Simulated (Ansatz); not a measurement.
Results of PBEsol in Ansatz (PAW) for rock-salt SnTe (cubic form, which distorts at low temperature).

Total energies, extrapolated to zero smearing (they compare only within this program, potentials and cutoff):

```csv
system,energy (eV/atom)
"rock-salt SnTe (cubic form, which distorts at low temperature), relaxed",-6425.9254
white tin (β-Sn),-5949.7826
trigonal Te,-6901.5138
```

Problem. Work out the formation enthalpy per atom.

Solution. ΔH_f ≈ ΔE = -6425.9254 − [1 × (-5949.7826) + 1 × (-6901.5138)]/2 = -0.277 eV/atom (0 K, no vibrations). The reference value is -0.315 ± 0.004 eV/atom (measured, 298 K, copied from a table, unchecked, not corrected to a static lattice; as tabulated in Wang et al. (2021), doi:10.1038/s41598-021-94550-5), a difference of +0.038 eV/atom.

Spin–orbit coupling is left out; its size isn't shown.

The PAW data were made under PBE.

Note: symmetry holds this phase in the static calculation, where it need not be a minimum.

Ansatz is a program for electronic structure.
